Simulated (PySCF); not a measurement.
Rigid-rotor lines calculated for a species of formula CH4BCl (commonest isotopes; PBE0-D3(BJ)/def2-SVP geometry optimisation, gas phase (PySCF 2.14.0)), labelled J(Ka,Kc):

```csv
transition,MHz
"1(1,1) ← 0(0,0)",46717.9
"1(0,1) ← 0(0,0)",9776.5
"2(1,1) ← 1(1,0)",19974.4
"2(1,2) ← 1(1,1)",19131.8
"2(0,2) ← 1(0,1)",19549.5
```

**Question.** Find the rotational constants.

**Answer.** 1(0,1) ← 0(0,0) is B + C, 2(1,1) ← 1(1,0) is 3B + C and 2(1,2) ← 1(1,1) is B + 3C, so B − C is half the difference of the last two, 421.3 MHz. 1(1,1) ← 0(0,0) is A + C. A = 42040.2, B = 5098.9, C = 4677.6 MHz.

**Question.** What moments of inertia, asymmetry and inertial defect follow?

**Answer.** I = 505379 MHz·u·Å² over each constant: Ia = 12.02, Ib = 99.12, Ic = 108.04 u·Å²; κ = (2B − A − C)/(A − C) = -0.977 (near-prolate asymmetric top); Δ = Ic − Ia − Ib = -3.09 u·Å².

**Question.** Which dipole components do these lines need?

**Answer.** μa and μb (a-type: ΔKa even, ΔKc odd; b-type: both odd). The calculation gives |μa| = 1.28 D, |μb| = 0.10 D, |μc| = 0.00 D.

**Question.** Predict further lines from these constants: 4(2,3) ← 3(1,2); 3(3,0) ← 2(2,1); 3(2,2) ← 2(2,1); 2(2,0) ← 2(1,1); 3(3,1) ← 3(2,2); 3(1,2) ← 2(1,1); 3(1,3) ← 2(0,2); 4(4,1) ← 4(3,2); 4(1,3) ← 4(0,4); 4(2,3) ← 3(2,2); 4(2,2) ← 3(1,3); 4(1,4) ← 3(1,3).

**Answer.** 
```
     transition     MHz  type  branch
3(2,2) ← 2(2,1)   29330     a       R
3(1,2) ← 2(1,1)   29959     a       R
4(1,4) ← 3(1,3)   38256     a       R
4(2,3) ← 3(2,2)   39103     a       R
4(1,3) ← 4(0,4)   39303     b       Q
3(1,3) ← 2(0,2)   65219     b       R
2(2,0) ← 2(1,1)  110828     b       Q
4(2,3) ← 3(1,2)  149298     b       R
4(2,2) ← 3(1,3)  151879     b       R
3(3,1) ← 3(2,2)  185762     b       Q
3(3,0) ← 2(2,1)  215092     b       R
4(4,1) ← 4(3,2)  260057     b       Q
```

**Question.** Which structure gave them?

**Answer.** `CBCl` (CH4BCl), point group Cs. Three constants can't fix a structure by themselves; this is the one that was computed:
```xyz
7
CH4BCl angstrom
C     -0.051    0.074   -0.454
B      1.436    0.459   -0.224
Cl     2.709   -0.748   -0.213
H     -0.425    0.617   -1.341
H     -0.658    0.451    0.388
H     -0.236   -1.000   -0.584
H      1.793    1.598   -0.045
```

No frequency check. No vibrational averaging or centrifugal distortion is included, and the geometry carries the error of its method. A rigid rotor knows nothing of internal rotation, which can split or shift real lines. Quadrupole hyperfine structure (11B, 35Cl) is left out.
